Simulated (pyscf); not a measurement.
H₃C–CH(Cl)–Cl + H• -> H₃C–CH₂–Cl + Cl• (substitution at C; doublet surface; C–Cl broken, C–H formed). Optimised with ωB97X-D3(BJ)/def2-SVP in PySCF. Energies in kJ/mol from the separated reactants.

| level | barrier | reaction energy |
|---|---|---|
| ωB97X-D3(BJ)/def2-TZVP | 131.3 | -87.9 |
| PBE/def2-TZVP | 89.9 | -74.3 |
| r²SCAN/def2-TZVP | … | … |
| B3LYP-D3(BJ)/def2-TZVP | 98.3 | -103.8 |
| PBE0-D3(BJ)/def2-TZVP | … | -81.9 |
| HF/def2-TZVP | 187.9 | -138.3 |

Task: Fill in the missing entries.

Result: 
- r²SCAN/def2-TZVP, barrier: 89.8
- r²SCAN/def2-TZVP, reaction energy: -86.2
- PBE0-D3(BJ)/def2-TZVP, barrier: 108.7

The functionals in the table span 41.5 kJ/mol in this barrier, from r²SCAN to ωB97X-D3(BJ)/def2-TZVP. On the product side the descent ends in what is likely a three-electron adduct, which functionals tend to overbind, 30.0 kJ/mol under the separated species and 249.2 kJ/mol under the saddle at ωB97X-D3(BJ)/def2-TZVP. The same reactants have a lower exit, to H₃C–CH•–Cl + HCl (barrier +41.8 kJ/mol at ωB97M-D3(BJ)/def2-TZVP, against +124.7 kJ/mol here). One saddle was located; it need not be the lowest between these sides. The angle at the attacked C is 157°. Left out: the spin-orbit lowering of Cl.
